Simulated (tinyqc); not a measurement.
Inside a calculation (part 1 of 2). Method: MP2 on RHF in the sto-3g basis, for BH3, spin multiplicity 1. Computed by tinyqc, a small Python program that keeps every step (integrals from PySCF). Settings: charge = 0, multiplicity = 1, basis = sto-3g, method = RHF, energy threshold = 1e-10, iteration cap = 58, orthogonalisation = symmetric, start = Wolfsberg-Helmholz matrix, DIIS depth = 6. Command: `OMP_NUM_THREADS=1 python tinyqc.py 29648 29649 out.jsonl` (the two numbers bound the seeds that draw the settings). One thread of a shared host (Intel(R) Xeon(R) Processor @ 2.60GHz), about 0.1 s of CPU time with the checks. The early iterations of the SCF are left out here.

## One-electron integrals

Geometry (angstrom):
```
atom,x,y,z
B,0.000000,0.000000,0.011000
H,1.268000,0.000000,0.000000
H,-0.634000,1.098000,0.000000
H,-0.634000,-1.098000,0.000000
```

Basis sto-3g: exponents (1/bohr^2) and contraction coefficients of normalised primitives:
```
element,l (shell),exponent,coefficient
B,s (1),48.791113,0.154329
B,s (1),8.887362,0.535328
B,s (1),2.405267,0.444635
B,s (2),2.236956,-0.099967
B,s (2),0.519821,0.399513
B,s (2),0.169062,0.700115
B,p (3),2.236956,0.155916
B,p (3),0.519821,0.607684
B,p (3),0.169062,0.391957
H,s (1),3.425251,0.154329
H,s (1),0.623914,0.535328
H,s (1),0.168855,0.444635
```

Overlap, kinetic and nuclear-attraction integrals over the contracted functions; the nuclear repulsion is the sum of Za Zb / Rab.

nuclear repulsion = 6.98296998 hartree

overlap S:
```
,1B 1s,1B 2s,1B 2px,1B 2py,1B 2pz,2H 1s,3H 1s,4H 1s
1B 1s,1.000000,0.269328,0.000000,0.000000,0.000000,0.055676,0.055689,0.055689
1B 2s,0.269328,1.000000,0.000000,0.000000,0.000000,0.436347,0.436398,0.436398
1B 2px,0.000000,0.000000,1.000000,0.000000,0.000000,0.460772,-0.230424,-0.230424
1B 2py,0.000000,0.000000,0.000000,1.000000,0.000000,0.000000,0.399062,-0.399062
1B 2pz,0.000000,0.000000,0.000000,0.000000,1.000000,-0.003997,-0.003998,-0.003998
2H 1s,0.055676,0.436347,0.460772,0.000000,-0.003997,1.000000,0.085646,0.085646
3H 1s,0.055689,0.436398,-0.230424,0.399062,-0.003998,0.085646,1.000000,0.085673
4H 1s,0.055689,0.436398,-0.230424,-0.399062,-0.003998,0.085646,0.085673,1.000000
```

kinetic energy T (hartree):
```
,1B 1s,1B 2s,1B 2px,1B 2py,1B 2pz,2H 1s,3H 1s,4H 1s
1B 1s,10.826302,-0.047967,0.000000,0.000000,0.000000,-0.014237,-0.014238,-0.014238
1B 2s,-0.047967,0.359168,0.000000,0.000000,0.000000,0.070156,0.070179,0.070179
1B 2px,0.000000,0.000000,1.123881,0.000000,0.000000,0.192167,-0.096115,-0.096115
1B 2py,0.000000,0.000000,0.000000,1.123881,0.000000,0.000000,0.166458,-0.166458
1B 2pz,0.000000,0.000000,0.000000,0.000000,1.123881,-0.001667,-0.001668,-0.001668
2H 1s,-0.014237,0.070156,0.192167,0.000000,-0.001667,0.760032,-0.011413,-0.011413
3H 1s,-0.014238,0.070179,-0.096115,0.166458,-0.001668,-0.011413,0.760032,-0.011412
4H 1s,-0.014238,0.070179,-0.096115,-0.166458,-0.001668,-0.011413,-0.011412,0.760032
```

nuclear attraction V (hartree):
```
,1B 1s,1B 2s,1B 2px,1B 2py,1B 2pz,2H 1s,3H 1s,4H 1s
1B 1s,-24.399406,-3.476566,0.000004,0.000000,0.000426,-0.722075,-0.722248,-0.722248
1B 2s,-3.476566,-4.990852,0.000030,0.000000,0.003845,-1.873482,-1.873770,-1.873770
1B 2px,0.000004,0.000030,-5.014352,0.000000,0.000000,-1.863102,0.931749,0.931749
1B 2py,0.000000,0.000000,0.000000,-5.014351,0.000000,0.000000,-1.613648,1.613648
1B 2pz,0.000426,0.003845,0.000000,0.000000,-4.852432,0.016875,0.016878,0.016878
2H 1s,-0.722075,-1.873482,-1.863102,0.000000,0.016875,-3.772895,-0.354165,-0.354165
3H 1s,-0.722248,-1.873770,0.931749,-1.613648,0.016878,-0.354165,-3.773075,-0.354277
4H 1s,-0.722248,-1.873770,0.931749,1.613648,0.016878,-0.354165,-0.354277,-3.773075
```

core Hamiltonian H = T + V (hartree):
```
,1B 1s,1B 2s,1B 2px,1B 2py,1B 2pz,2H 1s,3H 1s,4H 1s
1B 1s,-13.573104,-3.524533,0.000004,0.000000,0.000426,-0.736311,-0.736485,-0.736485
1B 2s,-3.524533,-4.631684,0.000030,0.000000,0.003845,-1.803326,-1.803591,-1.803591
1B 2px,0.000004,0.000030,-3.890472,0.000000,0.000000,-1.670935,0.835634,0.835634
1B 2py,0.000000,0.000000,0.000000,-3.890471,0.000000,0.000000,-1.447190,1.447190
1B 2pz,0.000426,0.003845,0.000000,0.000000,-3.728552,0.015208,0.015211,0.015211
2H 1s,-0.736311,-1.803326,-1.670935,0.000000,0.015208,-3.012863,-0.365578,-0.365578
3H 1s,-0.736485,-1.803591,0.835634,-1.447190,0.015211,-0.365578,-3.013043,-0.365689
4H 1s,-0.736485,-1.803591,0.835634,1.447190,0.015211,-0.365578,-0.365689,-3.013043
```

## Two-electron integrals

Functions are numbered as in S; the eight-fold symmetry (ij|kl) = (ji|kl) = (kl|ij) leaves the list below.

Two-electron integrals (ij|kl) in chemists' order, unique and non-zero (hartree):
```
i,j,k,l,(ij|kl)
1,1,1,1,2.923513
2,1,1,1,0.518376
2,1,2,1,0.109262
2,2,1,1,0.744229
2,2,2,1,0.193177
2,2,2,2,0.544804
3,1,3,1,0.020264
3,2,3,1,0.029996
3,2,3,2,0.120346
3,3,1,1,0.742491
3,3,2,1,0.193240
3,3,2,2,0.544682
3,3,3,3,0.586773
4,1,4,1,0.020264
4,2,4,1,0.029996
4,2,4,2,0.120346
4,3,4,3,0.031630
4,4,1,1,0.742491
4,4,2,1,0.193240
4,4,2,2,0.544682
4,4,3,3,0.523513
4,4,4,4,0.586773
5,1,5,1,0.020264
5,2,5,1,0.029996
5,2,5,2,0.120346
5,3,5,3,0.031630
5,4,5,4,0.031630
5,5,1,1,0.742491
5,5,2,1,0.193240
5,5,2,2,0.544682
5,5,3,3,0.523513
5,5,4,4,0.523513
5,5,5,5,0.586773
6,1,1,1,0.106756
6,1,2,1,0.022429
6,1,2,2,0.039799
6,1,3,1,0.001628
6,1,3,2,0.002998
6,1,3,3,0.040210
6,1,4,4,0.039605
6,1,5,1,-0.000014
6,1,5,2,-0.000026
6,1,5,3,-0.000005
6,1,5,5,0.039605
6,1,6,1,0.004750
6,2,1,1,0.254334
6,2,2,1,0.067026
6,2,2,2,0.207539
6,2,3,1,0.007387
6,2,3,2,0.044711
6,2,3,3,0.219152
6,2,4,4,0.201636
6,2,5,1,-0.000064
6,2,5,2,-0.000388
6,2,5,3,-0.000152
6,2,5,5,0.201637
6,2,6,1,0.014690
6,2,6,2,0.108362
6,3,1,1,0.236871
6,3,2,1,0.063258
6,3,2,2,0.206723
6,3,3,1,0.012790
6,3,3,2,0.072203
6,3,3,3,0.228502
6,3,4,4,0.195724
6,3,5,1,-0.000052
6,3,5,2,-0.000354
6,3,5,3,-0.000212
6,3,5,5,0.195725
6,3,6,1,0.014551
6,3,6,2,0.126440
6,3,6,3,0.156587
6,4,4,1,0.006756
6,4,4,2,0.031445
6,4,4,3,0.008382
6,4,5,4,-0.000073
6,4,6,4,0.012050
6,5,1,1,-0.002055
6,5,2,1,-0.000549
6,5,2,2,-0.001793
6,5,3,1,-0.000052
6,5,3,2,-0.000354
6,5,3,3,-0.001837
6,5,4,4,-0.001698
6,5,5,1,0.006757
6,5,5,2,0.031448
6,5,5,3,0.008383
6,5,5,5,-0.001843
6,5,6,1,-0.000126
6,5,6,2,-0.001097
6,5,6,3,-0.001254
6,5,6,5,0.012061
6,6,1,1,0.412415
6,6,2,1,0.110719
6,6,2,2,0.387554
6,6,3,1,0.014946
6,6,3,2,0.119599
6,6,3,3,0.433302
6,6,4,4,0.364459
6,6,5,1,-0.000130
6,6,5,2,-0.001038
6,6,5,3,-0.000597
6,6,5,5,0.364464
6,6,6,1,0.024749
6,6,6,2,0.257550
6,6,6,3,0.326815
6,6,6,5,-0.002835
6,6,6,6,0.774606
7,1,1,1,0.106781
7,1,2,1,0.022434
7,1,2,2,0.039808
7,1,3,1,-0.000814
7,1,3,2,-0.001500
7,1,3,3,0.039765
7,1,4,1,0.001410
7,1,4,2,0.002597
7,1,4,3,-0.000262
7,1,4,4,0.040068
7,1,5,1,-0.000014
7,1,5,2,-0.000026
7,1,5,3,2.63e-06
7,1,5,4,-4.55e-06
7,1,5,5,0.039614
7,1,6,1,0.004536
7,1,6,2,0.013430
7,1,6,3,0.012380
7,1,6,4,0.000549
7,1,6,5,-0.000116
7,1,6,6,0.022045
7,1,7,1,0.004752
7,2,1,1,0.254374
7,2,2,1,0.067036
7,2,2,2,0.207569
7,2,3,1,-0.003694
7,2,3,2,-0.022360
7,2,3,3,0.206045
7,2,4,1,0.006398
7,2,4,2,0.038724
7,2,4,3,-0.007586
7,2,4,4,0.214803
7,2,5,1,-0.000064
7,2,5,2,-0.000388
7,2,5,3,0.000076
7,2,5,4,-0.000132
7,2,5,5,0.201667
7,2,6,1,0.013429
7,2,6,2,0.071840
7,2,6,3,0.066956
7,2,6,4,0.008585
7,2,6,5,-0.000710
7,2,6,6,0.130511
7,2,7,1,0.014696
7,2,7,2,0.108389
7,3,1,1,-0.118460
7,3,2,1,-0.031636
7,3,2,2,-0.103381
7,3,3,1,0.008266
7,3,3,2,0.041642
7,3,3,3,-0.108267
7,3,4,1,-0.002613
7,3,4,2,-0.017651
7,3,4,3,0.010728
7,3,4,4,-0.103887
7,3,5,1,0.000026
7,3,5,2,0.000177
7,3,5,3,-0.000107
7,3,5,4,0.000060
7,3,5,5,-0.097881
7,3,6,1,-0.005715
7,3,6,2,-0.026044
7,3,6,3,-0.018164
7,3,6,4,-0.002203
7,3,6,5,0.000254
7,3,6,6,-0.041182
7,3,7,1,-0.007279
7,3,7,2,-0.063240
7,3,7,3,0.048201
7,4,1,1,0.205156
7,4,2,1,0.054789
7,4,2,2,0.179042
7,4,3,1,-0.002613
7,4,3,2,-0.017651
7,4,3,3,0.172984
7,4,4,1,0.011283
7,4,4,2,0.062020
7,4,4,3,-0.010198
7,4,4,4,0.194437
7,4,5,1,-0.000045
7,4,5,2,-0.000306
7,4,5,3,0.000060
7,4,5,4,-0.000177
7,4,5,5,0.169517
7,4,6,1,0.010995
7,4,6,2,0.062274
7,4,6,3,0.057865
7,4,6,4,0.013976
7,4,6,5,-0.000603
7,4,6,6,0.113581
7,4,7,1,0.012606
7,4,7,2,0.109522
7,4,7,3,-0.062602
7,4,7,4,0.120472
7,5,1,1,-0.002055
7,5,2,1,-0.000549
7,5,2,2,-0.001794
7,5,3,1,0.000026
7,5,3,2,0.000177
7,5,3,3,-0.001733
7,5,4,1,-0.000045
7,5,4,2,-0.000306
7,5,4,3,0.000060
7,5,4,4,-0.001802
7,5,5,1,0.006758
7,5,5,2,0.031453
7,5,5,3,-0.004193
7,5,5,4,0.007261
7,5,5,5,-0.001844
7,5,6,1,-0.000116
7,5,6,2,-0.000710
7,5,6,3,-0.000649
7,5,6,4,-0.000082
7,5,6,5,0.007269
7,5,6,6,-0.001350
7,5,7,1,-0.000126
7,5,7,2,-0.001097
7,5,7,3,0.000627
7,5,7,4,-0.001086
7,5,7,5,0.012065
7,6,1,1,0.048159
7,6,2,1,0.012696
7,6,2,2,0.039807
7,6,3,1,0.000592
7,6,3,2,0.003630
7,6,3,3,0.040189
7,6,4,1,0.001025
7,6,4,2,0.006287
7,6,4,3,0.000321
7,6,4,4,0.040559
7,6,5,1,-0.000021
7,6,5,2,-0.000126
7,6,5,3,-0.000018
7,6,5,4,-0.000032
7,6,5,5,0.038638
7,6,6,1,0.002686
7,6,6,2,0.017748
7,6,6,3,0.019198
7,6,6,4,0.001949
7,6,6,5,-0.000196
7,6,6,6,0.038127
7,6,7,1,0.002686
7,6,7,2,0.017750
7,6,7,3,-0.007913
7,6,7,4,0.017601
7,6,7,5,-0.000196
7,6,7,6,0.003672
7,7,1,1,0.412447
7,7,2,1,0.110727
7,7,2,2,0.387577
7,7,3,1,-0.007474
7,7,3,2,-0.059809
7,7,3,3,0.381695
7,7,4,1,0.012945
7,7,4,2,0.103581
7,7,4,3,-0.029814
7,7,4,4,0.416113
7,7,5,1,-0.000130
7,7,5,2,-0.001038
7,7,5,3,0.000299
7,7,5,4,-0.000517
7,7,5,5,0.364486
7,7,6,1,0.022041
7,7,6,2,0.130499
7,7,6,3,0.118948
7,7,6,4,0.021129
7,7,6,5,-0.001349
7,7,6,6,0.240567
7,7,7,1,0.024757
7,7,7,2,0.257587
7,7,7,3,-0.163440
7,7,7,4,0.283055
7,7,7,5,-0.002836
7,7,7,6,0.038127
7,7,7,7,0.774606
8,1,1,1,0.106781
8,1,2,1,0.022434
8,1,2,2,0.039808
8,1,3,1,-0.000814
8,1,3,2,-0.001500
8,1,3,3,0.039765
8,1,4,1,-0.001410
8,1,4,2,-0.002597
8,1,4,3,0.000262
8,1,4,4,0.040068
8,1,5,1,-0.000014
8,1,5,2,-0.000026
8,1,5,3,2.63e-06
8,1,5,4,4.55e-06
8,1,5,5,0.039614
8,1,6,1,0.004536
8,1,6,2,0.013430
8,1,6,3,0.012380
8,1,6,4,-0.000549
8,1,6,5,-0.000116
8,1,6,6,0.022045
8,1,7,1,0.004537
8,1,7,2,0.013432
8,1,7,3,-0.006667
8,1,7,4,0.010448
8,1,7,5,-0.000116
8,1,7,6,0.002499
8,1,7,7,0.022046
8,1,8,1,0.004752
8,2,1,1,0.254374
8,2,2,1,0.067036
8,2,2,2,0.207569
8,2,3,1,-0.003694
8,2,3,2,-0.022360
8,2,3,3,0.206045
8,2,4,1,-0.006398
8,2,4,2,-0.038724
8,2,4,3,0.007586
8,2,4,4,0.214803
8,2,5,1,-0.000064
8,2,5,2,-0.000388
8,2,5,3,0.000076
8,2,5,4,0.000132
8,2,5,5,0.201667
8,2,6,1,0.013429
8,2,6,2,0.071840
8,2,6,3,0.066956
8,2,6,4,-0.008585
8,2,6,5,-0.000710
8,2,6,6,0.130511
8,2,7,1,0.013432
8,2,7,2,0.071852
8,2,7,3,-0.040922
8,2,7,4,0.053698
8,2,7,5,-0.000710
8,2,7,6,0.012926
8,2,7,7,0.130521
8,2,8,1,0.014696
8,2,8,2,0.108389
8,3,1,1,-0.118460
8,3,2,1,-0.031636
8,3,2,2,-0.103381
8,3,3,1,0.008266
8,3,3,2,0.041642
8,3,3,3,-0.108267
8,3,4,1,0.002613
8,3,4,2,0.017651
8,3,4,3,-0.010728
8,3,4,4,-0.103887
8,3,5,1,0.000026
8,3,5,2,0.000177
8,3,5,3,-0.000107
8,3,5,4,-0.000060
8,3,5,5,-0.097881
8,3,6,1,-0.005715
8,3,6,2,-0.026044
8,3,6,3,-0.018164
8,3,6,4,0.002203
8,3,6,5,0.000254
8,3,6,6,-0.041182
8,3,7,1,-0.006667
8,3,7,2,-0.040922
8,3,7,3,0.030054
8,3,7,4,-0.030040
8,3,7,5,0.000395
8,3,7,6,-0.005786
8,3,7,7,-0.077792
8,3,8,1,-0.007279
8,3,8,2,-0.063240
8,3,8,3,0.048201
8,4,1,1,-0.205156
8,4,2,1,-0.054789
8,4,2,2,-0.179042
8,4,3,1,0.002613
8,4,3,2,0.017651
8,4,3,3,-0.172984
8,4,4,1,0.011283
8,4,4,2,0.062020
8,4,4,3,-0.010198
8,4,4,4,-0.194437
8,4,5,1,0.000045
8,4,5,2,0.000306
8,4,5,3,-0.000060
8,4,5,4,-0.000177
8,4,5,5,-0.169517
8,4,6,1,-0.010995
8,4,6,2,-0.062274
8,4,6,3,-0.057865
8,4,6,4,0.013976
8,4,6,5,0.000603
8,4,6,6,-0.113581
8,4,7,1,-0.010448
8,4,7,2,-0.053698
8,4,7,3,0.030040
8,4,7,4,-0.034231
8,4,7,5,0.000521
8,4,7,6,-0.010021
8,4,7,7,-0.092455
8,4,8,1,-0.012606
8,4,8,2,-0.109522
8,4,8,3,0.062602
8,4,8,4,0.120472
8,5,1,1,-0.002055
8,5,2,1,-0.000549
8,5,2,2,-0.001794
8,5,3,1,0.000026
8,5,3,2,0.000177
8,5,3,3,-0.001733
8,5,4,1,0.000045
8,5,4,2,0.000306
8,5,4,3,-0.000060
8,5,4,4,-0.001802
8,5,5,1,0.006758
8,5,5,2,0.031453
8,5,5,3,-0.004193
8,5,5,4,-0.007261
8,5,5,5,-0.001844
8,5,6,1,-0.000116
8,5,6,2,-0.000710
8,5,6,3,-0.000649
8,5,6,4,0.000082
8,5,6,5,0.007269
8,5,6,6,-0.001350
8,5,7,1,-0.000116
8,5,7,2,-0.000710
8,5,7,3,0.000395
8,5,7,4,-0.000521
8,5,7,5,0.007271
8,5,7,6,-0.000139
8,5,7,7,-0.001350
8,5,8,1,-0.000126
8,5,8,2,-0.001097
8,5,8,3,0.000627
8,5,8,4,0.001086
8,5,8,5,0.012065
8,6,1,1,0.048159
8,6,2,1,0.012696
8,6,2,2,0.039807
8,6,3,1,0.000592
8,6,3,2,0.003630
8,6,3,3,0.040189
8,6,4,1,-0.001025
8,6,4,2,-0.006287
8,6,4,3,-0.000321
8,6,4,4,0.040559
8,6,5,1,-0.000021
8,6,5,2,-0.000126
8,6,5,3,-0.000018
8,6,5,4,0.000032
8,6,5,5,0.038638
8,6,6,1,0.002686
8,6,6,2,0.017748
8,6,6,3,0.019198
8,6,6,4,-0.001949
8,6,6,5,-0.000196
8,6,6,6,0.038127
8,6,7,1,0.002499
8,6,7,2,0.012926
8,6,7,3,-0.005786
8,6,7,4,0.010021
8,6,7,5,-0.000139
8,6,7,6,0.002831
8,6,7,7,0.023033
8,6,8,1,0.002686
8,6,8,2,0.017750
8,6,8,3,-0.007913
8,6,8,4,-0.017601
8,6,8,5,-0.000196
8,6,8,6,0.003672
8,7,1,1,0.048174
8,7,2,1,0.012700
8,7,2,2,0.039820
8,7,3,1,-0.001184
8,7,3,2,-0.007263
8,7,3,3,0.040758
8,7,4,4,0.040015
8,7,5,1,-0.000021
8,7,5,2,-0.000126
8,7,5,3,0.000037
8,7,5,5,0.038649
8,7,6,1,0.002499
8,7,6,2,0.012928
8,7,6,3,0.011573
8,7,6,5,-0.000139
8,7,6,6,0.023039
8,7,7,1,0.002687
8,7,7,2,0.017756
8,7,7,3,-0.011292
8,7,7,4,0.015658
8,7,7,5,-0.000196
8,7,7,6,0.002832
8,7,7,7,0.038141
8,7,8,1,0.002687
8,7,8,2,0.017756
8,7,8,3,-0.011292
8,7,8,4,-0.015658
8,7,8,5,-0.000196
8,7,8,6,0.002832
8,7,8,7,0.003674
8,8,1,1,0.412447
8,8,2,1,0.110727
8,8,2,2,0.387577
8,8,3,1,-0.007474
8,8,3,2,-0.059809
8,8,3,3,0.381695
8,8,4,1,-0.012945
8,8,4,2,-0.103581
8,8,4,3,0.029814
8,8,4,4,0.416113
8,8,5,1,-0.000130
8,8,5,2,-0.001038
8,8,5,3,0.000299
8,8,5,4,0.000517
8,8,5,5,0.364486
8,8,6,1,0.022041
8,8,6,2,0.130499
8,8,6,3,0.118948
8,8,6,4,-0.021129
8,8,6,5,-0.001349
8,8,6,6,0.240567
8,8,7,1,0.022046
8,8,7,2,0.130521
8,8,7,3,-0.077792
8,8,7,4,0.092455
8,8,7,5,-0.001350
8,8,7,6,0.023033
8,8,7,7,0.240587
8,8,8,1,0.024757
8,8,8,2,0.257587
8,8,8,3,-0.163440
8,8,8,4,-0.283055
8,8,8,5,-0.002836
8,8,8,6,0.038127
8,8,8,7,0.038141
8,8,8,8,0.774606
```

## Orthogonalisation

S = U s U^T; symmetric (Loewdin) form X = U s^(-1/2) U^T, so that X^T S X = 1.

eigenvalues of S: 0.296773  0.391181  0.391200  0.958210  1.000129  1.523146  1.523163  1.916198

X:
```
,1B 1s,1B 2s,1B 2px,1B 2py,1B 2pz,2H 1s,3H 1s,4H 1s
1B 1s,1.033260,-0.176325,0.000003,0.000000,0.000312,0.027054,0.027056,0.027056
1B 2s,-0.176325,1.351956,-0.000043,0.000000,-0.002880,-0.301744,-0.301808,-0.301808
1B 2px,0.000003,-0.000043,1.174715,0.000000,0.000000,-0.320978,0.160529,0.160529
1B 2py,0.000000,0.000000,0.000000,1.174723,0.000000,0.000000,-0.278010,0.278010
1B 2pz,0.000312,-0.002880,0.000000,0.000000,1.000026,0.002700,0.002701,0.002701
2H 1s,0.027054,-0.301744,-0.320978,0.000000,0.002700,1.220988,-0.013361,-0.013361
3H 1s,0.027056,-0.301808,0.160529,-0.278010,0.002701,-0.013361,1.221052,-0.013355
4H 1s,0.027056,-0.301808,0.160529,0.278010,0.002701,-0.013361,-0.013355,1.221052
```

## Iteration 7 (converged): orbitals

converged F (hartree):
```
,1B 1s,1B 2s,1B 2px,1B 2py,1B 2pz,2H 1s,3H 1s,4H 1s
1B 1s,-7.416876,-2.175780,0.000001,0.000000,-0.000209,-0.461740,-0.461848,-0.461848
1B 2s,-2.175780,-1.075599,0.000026,0.000000,0.002386,-0.516088,-0.516152,-0.516152
1B 2px,0.000001,0.000026,-0.160849,0.000000,-0.000001,-0.381227,0.190639,0.190639
1B 2py,0.000000,0.000000,0.000000,-0.160862,0.000000,0.000000,-0.330164,0.330164
1B 2pz,-0.000209,0.002386,-0.000001,0.000000,0.242492,0.002453,0.002453,0.002453
2H 1s,-0.461740,-0.516088,-0.381227,0.000000,0.002453,-0.354980,-0.121874,-0.121874
3H 1s,-0.461848,-0.516152,0.190639,-0.330164,0.002453,-0.121874,-0.355040,-0.121909
4H 1s,-0.461848,-0.516152,0.190639,0.330164,0.002453,-0.121874,-0.121909,-0.355040
```

Diagonalise F' = X^T F X, C = X C', fill 4 alpha and 4 beta electrons from the bottom; D = 2 C_occ C_occ^T. Each column has its largest component positive (the first on a tie).

F' = X^T F X (hartree):
```
,1,2,3,4,5,6,7,8
1,-7.223080,-1.185096,0.000000,0.000000,0.000145,-0.044636,-0.044670,-0.044670
2,-1.185096,-0.206777,-0.000027,0.000000,-0.001829,-0.371113,-0.371168,-0.371168
3,0.000000,-0.000027,0.173289,0.000000,0.000000,-0.458688,0.229380,0.229380
4,0.000000,0.000000,0.000000,0.173284,0.000000,0.000000,-0.397263,0.397263
5,0.000145,-0.001829,0.000000,0.000000,0.242533,0.003068,0.003069,0.003069
6,-0.044636,-0.371113,-0.458688,0.000000,0.003068,0.038385,-0.034708,-0.034708
7,-0.044670,-0.371168,0.229380,-0.397263,0.003069,-0.034708,0.038414,-0.034706
8,-0.044670,-0.371168,0.229380,0.397263,0.003069,-0.034708,-0.034706,0.038414
```

orbital energies (hartree): MO1 -7.422287, MO2 -0.640950, MO3 -0.440842, MO4 -0.440837, MO5 0.242470, MO6 0.602433, MO7 0.687230, MO8 0.687245

coefficients C:
```
,MO1,MO2,MO3,MO4,MO5,MO6,MO7,MO8
1B 1s,0.991134,-0.225544,0.000000,-0.000019,-0.003971,-0.260155,0.000190,0.000000
1B 2s,0.035195,0.585346,0.000000,0.000072,0.017492,1.337137,-0.001040,0.000000
1B 2px,-0.000001,-0.000044,0.000000,0.502825,0.000000,0.000757,1.132116,0.000000
1B 2py,0.000000,0.000000,0.502830,0.000000,0.000000,0.000000,0.000000,1.132129
1B 2pz,-0.000047,-0.001531,0.000000,0.000000,0.999853,-0.019344,0.000014,0.000000
2H 1s,-0.005899,0.278225,0.000000,0.526997,-0.006310,-0.700452,-0.916593,0.000000
3H 1s,-0.005899,0.278291,0.456370,-0.263455,-0.006309,-0.699524,0.459106,-0.794290
4H 1s,-0.005899,0.278291,-0.456370,-0.263455,-0.006309,-0.699524,0.459106,0.794290
```

D after iteration 7:
```
,1B 1s,1B 2s,1B 2px,1B 2py,1B 2pz,2H 1s,3H 1s,4H 1s
1B 1s,2.066432,-0.194276,-0.000001,0.000000,0.000598,-0.137216,-0.137217,-0.137217
1B 2s,-0.194276,0.687737,0.000021,0.000000,-0.001796,0.325376,0.325339,0.325339
1B 2px,-0.000001,0.000021,0.505667,0.000000,0.000000,0.529950,-0.264968,-0.264968
1B 2py,0.000000,0.000000,0.000000,0.505676,0.000000,0.000000,0.458953,-0.458953
1B 2pz,0.000598,-0.001796,0.000000,0.000000,0.000005,-0.000851,-0.000852,-0.000852
2H 1s,-0.137216,0.325376,0.529950,0.000000,-0.000851,0.710338,-0.122755,-0.122755
3H 1s,-0.137217,0.325339,-0.264968,0.458953,-0.000852,-0.122755,0.710325,-0.122770
4H 1s,-0.137217,0.325339,-0.264968,-0.458953,-0.000852,-0.122755,-0.122770,0.710325
```

Within a degenerate level the vectors are fixed only up to a rotation; this is one choice.

## Convergence

Stop when the energy changes by less than 1e-10 hartree and every element of the error matrix X^T (F D S - S D F) X is below 3e-06.

Course of the cycle:
```
iteration,E (hartree),change,largest element of the error matrix
1,-25.89279042,-,3.20e-01
2,-26.04785057,-1.55e-01,4.28e-02
3,-26.05060830,-2.76e-03,6.92e-03
4,-26.05076418,-1.56e-04,1.25e-03
5,-26.05076781,-3.63e-06,6.96e-06
6,-26.05076781,-1.20e-10,1.55e-06
7,-26.05076781,-3.24e-12,7.60e-08
```

PySCF RHF in the same basis = -26.05076781 hartree

Converged in 7 iterations.
